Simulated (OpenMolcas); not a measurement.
# SiH3Cl (chlorosilane): levels of theory compared

Wanted: a comparison of 6 runs (B3LYP/6-31G*, B3LYP/aug-cc-pVDZ, BHLYP/aug-cc-pVDZ, M06-2X/aug-cc-pVDZ, TPSS/aug-cc-pVDZ, revPBE/aug-cc-pVDZ) of SiH3Cl (chlorosilane). 

The calculation is run with OpenMolcas 26.06.

### Step 1. The system as given

SiH3Cl has 5 atoms, charge 0, and is taken as a singlet. SMILES: `[SiH3]Cl`. The coordinates come from a PBE0-D4/def2-TZVP relaxation.

Bond lengths: Si1–Cl2 2.054 Å, Si1–H3 1.481 Å, Si1–H4 1.481 Å, Si1–H5 1.481 Å. Angles: Cl2–Si1–H3 108.5°, Cl2–Si1–H4 108.5°, Cl2–Si1–H5 108.5°, H3–Si1–H4 110.4°, H3–Si1–H5 110.4°, H4–Si1–H5 110.4°.

### Step 2. Energy and forces at B3LYP/6-31G(d) (Cartesian functions) (run 1)

File mol.input:

```
* ClH3Si Kohn-Sham DFT

&GATEWAY
 BasLib
 $CurrDir
 Coord
 5
 angstrom
 Si      -0.112000       0.018600      -0.030900
 Cl       1.838300      -0.513500       0.329900
 H       -0.950900      -0.488300       1.079100
 H       -0.534700      -0.585700      -1.314900
 H       -0.190800       1.495400      -0.104700
 Basis
 6-31Gs
 Group
 NoSym

&SEWARD
 GridInput
 Grid=UltraFine
 End of Grid

&SCF
 KSDFT
 B3LYP
 Thresholds
 1e-10 1e-07 1e-07 1e-05
 PrOrbitals
 1 1

&ALASKA
```

The basis set 6-31G* is read from a file made from the Basis Set Exchange's data (not shown).

The run is started by

```console
$ export MOLCAS_MEM=1860
$ pymolcas mol.input > mol.log
```

What it wrote:

```text
--- Start Module: gateway ---
[...]
--- Stop Module: gateway /rc=_RC_ALL_IS_WELL_ ---
[...]
      Basis functions           44
[...]
--- Start Module: scf ---
[...]
       Convergence after  11 Iterations
[...]
::    Total KS-DFT energy                            -751.5308350237
[...]
      Total spin, S                                     0.0000000000
[...]
      Total electronic charge=   34.000000
      Total            charge=   -0.000000
[...]
      Dipole Moment (debye):
      Origin of the operator (angstrom)=    0.9013   -0.2579    0.1566
                   X= -1.5953E+00               Y=  4.3537E-01               Z= -2.9535E-01           Total=  1.6799E+00
      Quadrupole Moment (debye*angstrom):
[...]
--- Stop Module: scf /rc=_RC_ALL_IS_WELL_ ---
[...]
--- Start Module: alaska ---
[...]
 *              Molecular gradients               *
 **************************************************
  Irreducible representation: a
 ------------------------------------------------------------------------------------------
                              X                       Y                       Z
 ------------------------------------------------------------------------------------------
  SI1               6.97241694832229E-03   -1.89086640598779E-03    1.25269398140748E-03
  CL2              -8.87594145801884E-03    2.41987598578230E-03   -1.63918553195286E-03
  H3                6.91663459128744E-04   -7.80648541216511E-05   -6.26444599003406E-05
  H4                6.35996278759432E-04   -4.84986323363579E-05    3.30447623636321E-04
  H5                5.75864771840573E-04   -4.02446093343833E-04    1.18688386817500E-04
 ------------------------------------------------------------------------------------------
--- Stop Module: alaska /rc=_RC_ALL_IS_WELL_ ---
[...]
```

Wall time 8.4 s (1 thread of Intel Xeon Platinum 8488C (Sapphire Rapids), shared host); peak memory 0.38 GiB.

### Step 3. Energy and gradient at B3LYP/aug-cc-pVDZ (run 2)

File test.input:

```
* ClH3Si Kohn-Sham DFT
>>> EXPORT MOLCAS_PRINT=2

&GATEWAY
  BasLib
  $CurrDir
  Coord
  5
  bohr
  Si    -0.21164933     0.03514891    -0.05839254
  Cl     3.47388353    -0.97037436     0.62342065
  H     -1.79694057    -0.92275327     2.03920346
  H     -1.01043656    -1.10681259    -2.48480088
  H     -0.36055974     2.82589645    -0.19785433
  Basis
  aug-cc-pVDZ
  Group
  NoSym

&SEWARD
  GridInput
  Grid=UltraFine
  End of Grid

&SCF
  KSDFT
  B3LYP
  Thresholds
  1e-10 1e-07 1e-07 1e-05
  PrOrbitals
  1 1

&ALASKA
```

The basis set aug-cc-pVDZ is read from a file made from the Basis Set Exchange's data (not shown).

The run is started by

```console
$ export MOLCAS_MEM=1860
$ pymolcas test.input > test.log
```

What it wrote:

```text
--- Start Module: gateway ---
[...]
--- Stop Module: gateway /rc=_RC_ALL_IS_WELL_ ---
[...]
      Basis functions           81
[...]
--- Start Module: scf ---
[...]
       Convergence after  11 Iterations
[...]
::    Total KS-DFT energy                            -751.5712301609
[...]
      Total spin, S                                     0.0000000000
[...]
      Total electronic charge=   34.000000
      Total            charge=   -0.000000
[...]
      Dipole Moment (debye):
      Origin of the operator (angstrom)=    0.9013   -0.2579    0.1566
                   X= -1.3124E+00               Y=  3.5815E-01               Z= -2.4296E-01           Total=  1.3819E+00
      Quadrupole Moment (debye*angstrom):
[...]
--- Stop Module: scf /rc=_RC_ALL_IS_WELL_ ---
[...]
--- Start Module: alaska ---
[...]
 *              Molecular gradients               *
 **************************************************
  Irreducible representation: a
 ------------------------------------------------------------------------------------------
                              X                       Y                       Z
 ------------------------------------------------------------------------------------------
  SI1               1.47044659505084E-02   -4.00116329475297E-03    2.68432352808468E-03
  CL2              -1.67323476376282E-02    4.56341230723112E-03   -3.09263771658319E-03
  H3                1.45850367445144E-03    1.07422543095925E-03   -2.26172647996403E-03
  H4                6.32802788802955E-04    1.28369865135891E-03    2.56015772510843E-03
  H5               -6.34247761168716E-05   -2.92017309481540E-03    1.09882943372053E-04
 ------------------------------------------------------------------------------------------
--- Stop Module: alaska /rc=_RC_ALL_IS_WELL_ ---
[...]
```

Wall time 19 s (1 thread of Intel Xeon Platinum 8488C (Sapphire Rapids), shared host); peak memory 0.45 GiB.

Runs 3 to 4 aren't shown in full; the table further down has their settings and results.

### Step 4. Energy and forces at TPSS/aug-cc-pVDZ (run 5)

File geom.xyz:

```xyz
5

Si    -0.112000     0.018600    -0.030900
Cl     1.838300    -0.513500     0.329900
H     -0.950900    -0.488300     1.079100
H     -0.534700    -0.585700    -1.314900
H     -0.190800     1.495400    -0.104700
```

File job.input:

```
>>> EXPORT MOLCAS_PRINT=2
&gateway
baslib
$CurrDir
coord
geom.xyz
basis
aug-cc-pVDZ
group
NoSym
&seward
gridinput
Grid=UltraFine
End of Grid
&scf
ksdft
2
1.0 MGGA_X_TPSS
1.0 MGGA_C_TPSS
thresholds
1e-10 1e-07 1e-07 1e-05
prorbitals
1 2
&alaska
```

The basis set aug-cc-pVDZ is read from a file made from the Basis Set Exchange's data (not shown).

The run is started by

```console
$ export MOLCAS_MEM=1860
$ pymolcas job.input > job.log
```

What it wrote:

```text
--- Start Module: gateway ---
[...]
--- Stop Module: gateway /rc=_RC_ALL_IS_WELL_ ---
[...]
      Basis functions           81
[...]
--- Start Module: scf ---
[...]
       Convergence after  11 Iterations
[...]
::    Total KS-DFT energy                            -751.5838547118
[...]
      Total spin, S                                     0.0000000000
[...]
      Total electronic charge=   34.000000
      Total            charge=   -0.000000
[...]
      Dipole Moment (debye):
      Origin of the operator (angstrom)=    0.9013   -0.2579    0.1566
                   X= -1.2570E+00               Y=  3.4305E-01               Z= -2.3273E-01           Total=  1.3236E+00
      Quadrupole Moment (debye*angstrom):
[...]
--- Stop Module: scf /rc=_RC_ALL_IS_WELL_ ---
[...]
--- Start Module: alaska ---
[...]
 *              Molecular gradients               *
 **************************************************
  Irreducible representation: a
 ------------------------------------------------------------------------------------------
                              X                       Y                       Z
 ------------------------------------------------------------------------------------------
  SI1               1.38790646277513E-02   -3.77121121847335E-03    2.52642797890745E-03
  CL2              -1.62591902156990E-02    4.43401009381095E-03   -3.00514818850850E-03
  H3                1.64759303908202E-03    1.14406281535273E-03   -2.44227179830103E-03
  H4                7.44533719698293E-04    1.37844344864058E-03    2.79208346664372E-03
  H5               -1.20011708601986E-05   -3.18530513932291E-03    1.28908541269512E-04
 ------------------------------------------------------------------------------------------
--- Stop Module: alaska /rc=_RC_ALL_IS_WELL_ ---
[...]
```

Wall time 24 s (1 thread of Intel Xeon Platinum 8488C (Sapphire Rapids), shared host); peak memory 0.45 GiB.

### Step 5. Energy and forces at revPBE/aug-cc-pVDZ (run 6)

File struct.xyz:

```xyz
5

Si    -0.112000     0.018600    -0.030900
Cl     1.838300    -0.513500     0.329900
H     -0.950900    -0.488300     1.079100
H     -0.534700    -0.585700    -1.314900
H     -0.190800     1.495400    -0.104700
```

File test.input:

```
>>> EXPORT MOLCAS_PRINT=2

&GATEWAY
 BasLib=$CurrDir
 Coord=struct.xyz
 Basis=aug-cc-pVDZ
 Group=NoSym

&SEWARD
 GridInput
 Grid=UltraFine
 End of Grid

&SCF
 KSDFT=revPBE
 Thresholds=1e-10 1e-07 1e-07 1e-05
 PrOrbitals=1 1

&ALASKA
```

The basis set aug-cc-pVDZ is read from a file made from the Basis Set Exchange's data (not shown).

The run is started by

```console
$ export MOLCAS_MEM=1860
$ pymolcas test.input > test.log
```

What it wrote:

```text
--- Start Module: gateway ---
[...]
--- Stop Module: gateway /rc=_RC_ALL_IS_WELL_ ---
[...]
      Basis functions           81
[...]
--- Start Module: scf ---
[...]
       Convergence after  12 Iterations
[...]
::    Total KS-DFT energy                            -751.3856095150
[...]
      Total spin, S                                     0.0000000000
[...]
      Total electronic charge=   34.000000
      Total            charge=   -0.000000
[...]
      Dipole Moment (debye):
      Origin of the operator (angstrom)=    0.9013   -0.2579    0.1566
                   X= -1.2244E+00               Y=  3.3414E-01               Z= -2.2668E-01           Total=  1.2892E+00
      Quadrupole Moment (debye*angstrom):
[...]
--- Stop Module: scf /rc=_RC_ALL_IS_WELL_ ---
[...]
--- Start Module: alaska ---
[...]
 *              Molecular gradients               *
 **************************************************
  Irreducible representation: a
 ------------------------------------------------------------------------------------------
                              X                       Y                       Z
 ------------------------------------------------------------------------------------------
  SI1               1.21668349041162E-02   -3.30667768610748E-03    2.21325383728210E-03
  CL2              -1.95574107203527E-02    5.33410678260449E-03   -3.61537050393679E-03
  H3                4.62452913078337E-03    2.79114206789011E-03   -6.11739668559697E-03
  H4                2.33530611792876E-03    3.34675976497811E-03    7.11100765597728E-03
  H5                4.30740567475940E-04   -8.16533092934613E-03    4.08505696258221E-04
 ------------------------------------------------------------------------------------------
--- Stop Module: alaska /rc=_RC_ALL_IS_WELL_ ---
[...]
```

Run time: 19 s. Hardware: 1 thread of Intel Xeon Platinum 8488C (Sapphire Rapids), shared host; peak memory 0.45 GiB.

### Step 6. All runs side by side

```tsv
run	level	Cartesian functions	energy (Eh)	dipole moment (D)	HOMO energy (eV)	LUMO energy (eV)	wall time
1	B3LYP/6-31G* (Cartesian functions)	yes	-751.530835	1.68	-8.66	-0.25	8.4 s
2	B3LYP/aug-cc-pVDZ	no	-751.571230	1.38	-8.77	-0.66	19 s
3	BHLYP/aug-cc-pVDZ	no	-751.534684	1.47	-10.27	0.16	18 s
4	M06-2X/aug-cc-pVDZ	no	-751.483833	1.47	-10.26	0.00	25 s
5	TPSS/aug-cc-pVDZ	no	-751.583855	1.32	-7.81	-0.95	24 s
6	revPBE/aug-cc-pVDZ	no	-751.385610	1.29	-7.64	-1.12	19 s
```

### Step 7. What came out

```
                       quantity          value
            run 6: total energy  -751.38561 Eh
           run 6: dipole moment         1.29 D
             run 6: HOMO energy       -7.64 eV
             run 6: LUMO energy       -1.12 eV
           run 6: HOMO–LUMO gap        6.52 eV
run 6: largest force on an atom     1.059 eV/Å
```

What this shows: The dipole moment (its size) runs from 1.29 D (revPBE/aug-cc-pVDZ) to 1.68 D (B3LYP/6-31G*). The two ends differ in method and basis. The HOMO–LUMO gap runs from 6.52 eV (revPBE/aug-cc-pVDZ) to 10.43 eV (BHLYP/aug-cc-pVDZ). Totals of different functionals can't be ranked against each other. All runs together took 1.9 min, the longest 25 s.
